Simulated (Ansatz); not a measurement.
## Redistribution: C3H6Cl2 + C3H7Cl → C2H3Cl3 + C4H10

Species: C3H6Cl2 (2,2-dichloropropane) `CC(C)(Cl)Cl`, singlet; C3H7Cl `CCCCl`, singlet; C2H3Cl3 `CC(Cl)(Cl)Cl`, singlet; C4H10 (butane) `CCCC`, singlet. The partners trade CH3 for Cl; both sit on C, so the bond types are kept.

Shapes, held fixed at every level: PBE0-D4/def2-TZVP. Flexible molecules stand in one conformer, not always the lowest. Programs: Ansatz 0.2.0. The zero-point and thermal change to 298 K, harmonic and unscaled (PBE0-D4/def2-TZVP), is -1.8 kJ/mol.

**The experiment to reproduce.** Tabulated heats of formation (Active Thermochemical Tables, CRC Handbook of Chemistry and Physics): C3H6Cl2 -173.2 (CRC); C3H7Cl -131.9 (CRC); C2H3Cl3 -144.4 (CRC); C4H10 -125.8 (ATcT) kJ/mol, which give ΔH(298 K) = +34.9 kJ/mol.

```csv
level,kind,ΔH (kJ/mol),computed − measured
HF/def2-TZVPP,Hartree–Fock,+48.5,+13.7
B3LYP-D4/def2-TZVPP,global hybrid,+38.0,+3.2
wB97M-V/def2-TZVPP,range-separated hybrid,+38.2,+3.4
MP2/def2-TZVPP,perturbation theory,+38.0,+3.1
CCSD(T)/def2-SVP,coupled cluster or CI,+36.5,+1.7
CCSD/def2-SVP,coupled cluster or CI,+37.8,+3.0
CCSD(T)/CBS estimate,coupled cluster or CI,+38.8,+3.9
```

Nearest: CCSD(T)/def2-SVP (+1.7); farthest: HF/def2-TZVPP (+13.7). 6 of 7 levels lie within 10 kJ/mol. The heats of C3H6Cl2, C3H7Cl, C2H3Cl3 come from older tables and can be uncertain by 10 kJ/mol or more. The CBS estimate extrapolates MP2 from def2-TZVPP and def2-QZVPP and adds CCSD(T) − MP2 in the triple-zeta set, cores frozen.
